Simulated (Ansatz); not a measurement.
Lattice constant a (Å) along a series of related solids, from rVV10 in Ansatz (PAW); B3LYP (VWN-RPA form) (Ansatz, a program for electronic structure, plane waves, PAW).

| solid | rVV10 | B3LYP (VWN-RPA form) | measured |
|---|---|---|---|
| bcc V | 3.008 | 2.986 | 3.021 |
| bcc Fe | 2.840 | 2.923 | 2.853 |
| fcc Ni | 3.537 | 3.549 | 3.508 |
| fcc Cu | 3.647 | 3.690 | 3.595¶ |

B3LYP (VWN-RPA form) less measured, from the printed values: bcc V -1.16 %, bcc Fe +2.45 %, fcc Ni +1.17 %, fcc Cu +2.64 %.

A member of the series is missing where a level wasn't run or failed, where a doubt is noted on the run or the magnetic state, for phases of high temperature or layered ones, and where values are held back for tests.

Ansatz's runs of these crystals have no spin polarisation, but for bcc Fe, fcc Ni. Meta-GGAs and exact exchange favour moments, which can bear on bcc V, bcc Fe, fcc Ni.

Density-functional runs with spin start from parallel moments for bcc Fe, parallel moments for fcc Ni.

Exact exchange on metals is sensitive to the k mesh.

Ansatz's density-functional and Hartree–Fock values are scalar-relativistic unless marked +SOC, with PAW data made under PBE.

Measured values are for low temperature or corrected to a static lattice. References as tabulated in Mejia-Rodriguez and Trickey (2018), arXiv:1807.09216; Csonka et al. (2009), arXiv:0903.4037.

¶ marks references of a special kind: fcc Cu, 3.595 Å (measured, low-temperature or extrapolated to 0 K; zero-point anharmonic expansion removed; as tabulated in Csonka et al. (2009), arXiv:0903.4037).
